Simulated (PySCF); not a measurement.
Compound: C₄H₁₀O.
Atom-mapped SMILES: `[CH3:1][CH2:2][C@H:3]([CH3:4])[OH:5]` (hydrogens: H6, H7, H8 on C1; H9, H10 on C2; H11 on C3; H12, H13, H14 on C4; H15 on O5)

All values: wB97X-D/pcSseg-2 (PySCF, non-relativistic), on one gas-phase PBE0-D3(BJ)/def2-TZVP geometry that isn't relaxed in the solvent. The solvent is an IEF-PCM continuum (Bondi radii, 1.10 Å for H, scaled by 1.2). Only the electrostatic response of the medium enters.

Gas phase at wB97X-D/pcSseg-2: HOMO -9.68 eV, LUMO 2.28 eV, dipole 1.71 D.

**Question.** What does the continuum do to the energy, the frontier levels and the dipole at wB97X-D/pcSseg-2 in chloroform?

**Answer.** 
```csv
solvent,ε,E(solvent) − E(gas) (kcal/mol),polarisation term (kcal/mol),distortion of the solute (kcal/mol),HOMO (eV),LUMO (eV),dipole (D)
chloroform,4.711,-3.39,-3.72,0.33,-9.70,2.50,2.06
```

The polarisation term is half the interaction of the solute with the surface charges that it induces; the rest is the cost of distorting the solute's density. The sum is the electrostatic part of solvation alone.

**Question.** Which radius a makes the point-dipole formula ΔE = −[(ε − 1)/(2ε + 1)]·μ²/a³ give the value in chloroform, with the gas-phase dipole?

**Answer.** μ = 0.671 au and |ΔE| = 0.00540 Eh give a = 1.64 Å; the farthest nucleus lies 2.74 Å from the centroid of the nuclei, so such a sphere wouldn't even hold the nuclei. The formula assumes a rigid point dipole at the centre of a sphere.

Time: 52 s wall, 1.9 min CPU; peak memory 2.1 GiB. Hardware: an Intel Xeon Platinum 8488C with 2 threads, shared host. This is the whole shielding run at wB97X-D/pcSseg-2 in chloroform, SCF included.

Shape of the structure used: `[CH3:1][CH2:2][C@H:3]([CH3:4])[OH:5]`: C1–C2–C3–C4 -63°, H–O5–C3–C2 63°.

wB97X-D is run here without its empirical dispersion term; that term would change no orbital, density or response property at a fixed geometry.
